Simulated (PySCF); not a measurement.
## Adiabatic ionisation energy: calculation against experiment

Computed at ωB97X-D3(BJ)/ma-def2-TZVP // PBE0-D3(BJ)/def2-SVP with PySCF (density fitting, grid level 2). The prefix ma- adds one diffuse s and one diffuse p function on all atoms but H. Zero-point energies come from unscaled PBE0-D3(BJ)/def2-SVP harmonic frequencies.

```jsonl
{"molecule": "1,2-butadiene, C=C=CC (C4H6)", "computed / eV": "9.01", "measured / eV": "9.13", "difference": "-0.12"}
{"molecule": "2-butanone, CCC(C)=O (C4H8O)", "computed / eV": "9.44", "measured / eV": "9.52", "difference": "-0.08"}
{"molecule": "phosphine, P (PH3)", "computed / eV": "9.85", "measured / eV": "9.87", "difference": "-0.02"}
```

Measured values: NIST Chemistry WebBook, evaluated or the median of agreeing entries. Mean signed difference -0.07 eV, mean absolute 0.07 eV, over these rows.

Question: What do calculation and experiment give for `FC(F)=C(F)Cl` (C2ClF3)?

Answer: Computed 9.60 eV, measured 9.81 eV.
